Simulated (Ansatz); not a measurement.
`[OH][MgH]` + silanol → `[MgH][O][SiH3]` + H₂O at 600 K and 1 bar (ligand exchange at a Mg–O bond).

Isolated molecules relaxed with PBE0-D4/def2-TZVP in Ansatz; ΔE leaves out vibrations. CCSD(T)/CBS adds triple-zeta CCSD(T) − MP2 to the extrapolated MP2 energy (def2 sets, frozen cores). This one scheme is used for every species. For Mg outer-core shells are correlated without core-valence functions, which leaves a few kJ/mol of doubt a bond.

```csv
species,CCSD(T)/CBS energy (Eh),H − E (kJ/mol),S (J/(mol·K))
`[OH][MgH]`,-276.29839,79.1,298.4
`O[SiH3]`,-366.69042,135.7,307.9
`[MgH][O][SiH3]`,-566.62487,137.2,369.9
H₂O,-76.37941,76.8,212.8
```

H − E and S are ideal-gas, rigid-rotor, harmonic terms from PBE0-D4/def2-TZVP. 1 Eh = 2625.50 kJ/mol, R = 8.31446 J/(mol·K).

**Question.** By hand: ΔE, ΔH, ΔS and ΔG.

**Answer.** ΔE = (-566.62487) + (-76.37941) − (-276.29839) − (-366.69042) = -0.01547 Eh = -40.6 kJ/mol. Δ(H − E) = 137.2 + 76.8 − 79.1 − 135.7 = -0.8, so ΔH = -41.4 kJ/mol. ΔS = 369.9 + 212.8 − 298.4 − 307.9 = -23.6 J/(mol·K). ΔG = -41.4 − 600 × (-23.6)/1000 = -27.2 kJ/mol.

**Question.** By hand: the equilibrium constant, and the temperature at which ΔG would vanish if ΔH and ΔS stayed fixed.

**Answer.** log₁₀ K = −ΔG/(RT ln 10) = 2.4. ΔG = 0 at ΔH/ΔS = 1754 K.

TΔS isn't small against ΔH here. A doubt of 5 kJ/mol in ΔE shifts log₁₀ K by 0.4 here. These are equilibria of isolated gas molecules and say nothing of rates. Largest T1 diagnostic: 0.011 (customary marks: 0.02 for closed shells, 0.045 for open ones).
